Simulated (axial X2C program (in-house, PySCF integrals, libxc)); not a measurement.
## AlF⁻: properties at the nuclei

Computed with an in-house all-electron X2C program for linear molecules (integrals from PySCF): two-component X2C with atomic mean-field Coulomb and Gaunt terms, Gaussian nuclei, basis Al dyall-av3z, F dyall-av3z with contracted cores.

R = 1.715 Å (near the PBE0 minimum at charge -1 of the determinant lowest at the starting distance; the state shown can have its own minimum elsewhere).

Determinant lowest in the PBE0 search, Ω = 1/2 (⟨Sz⟩ = -0.50, ⟨Lz⟩ = 1.00 at PBE0), spin on the atoms Al -0.51, F 0.01:

```
 level  Eeff magnitude (GV/cm)  Ws magnitude Al (kHz)  A∥/gI Al (MHz)  qzz Al (a.u.)  A∥/gI F (MHz)  qzz F (a.u.)
  PBE0                 0.00864                0.00663             175          -0.76           48.6          0.35
    HF                  0.0154                 0.0121             174          -0.91           21.8          0.39
   LDA                 0.00338                0.00237             146          -0.74           59.1          0.30
 B3LYP                 0.00459                0.00358             139          -0.79           47.4          0.32
r2SCAN                  0.0106                0.00863             178          -0.75           44.1          0.32
```

Determinant 0.00 eV from it at PBE0 and this distance, Ω = 3/2 (⟨Sz⟩ = 0.50, ⟨Lz⟩ = 1.00 at PBE0), spin on the atoms Al 0.51, F -0.01:

```tsv
level	Eeff magnitude (GV/cm)	Ws magnitude Al (kHz)	A∥/gI Al (MHz)	qzz Al (a.u.)	A∥/gI F (MHz)	qzz F (a.u.)
PBE0	0.0087	0.00223	1.86	-0.76	13.7	0.35
HF	0.0161	0.00419	-22.2	-0.92	12.3	0.39
LDA	0.00344	0.000805	13.8	-0.74	12.6	0.30
B3LYP	0.00465	0.00121	12.9	-0.79	12.6	0.32
r2SCAN	0.0107	0.00289	-0.41	-0.76	15	0.32
```

Eeff is the effective electric field on the electron electric dipole moment in this Ω state and Ws the scalar–pseudoscalar constant of the nucleus named (defined with the proton number Z and per Ω); A∥ (defined per Ω) follows by multiplying with gI = μI/(I μN); qzz is the electric field gradient, eQq0 = 234.96 MHz × Q/barn × qzz. The operators were transformed with the bare-nucleus X2C matrices; with these basis sets, hyperfine constants and field gradients can be off by tens of per cent, and where levels differ in sign neither size nor sign is settled.

(1) With gI(27Al) = 1.4566, Q(27Al) = 0.1466 barn (g factors from the IAEA table of nuclear moments by Stone; Q from Pyykkö, Mol. Phys. 2018), turn the PBE0 values of the first state into constants in MHz.

Each state is one determinant with collinear spin. Unrestricted Hartree–Fock can overshoot spin polarisation at the nuclei. For an anion, determinants above electron detachment, or with a positive highest level, are held by the basis set. Where Eeff spreads by more than a factor of two the levels disagree and none is to be relied on. The search compared states at one distance, so a state with another bond length can lie lower. Further determinants of the search, some of them spin-mixed, are not shown. Where a field gradient or hyperfine factor spreads by more than a factor of two over the levels, a constant derived from it is not to be relied on. PBE0 term energies can be off by some tenths of an eV.

Results:

(1) A∥(27Al) = 175 × 1.4566 = 255 MHz; eQq0(27Al) = 234.96 × (0.1466) × (-0.76) = -26.2 MHz.
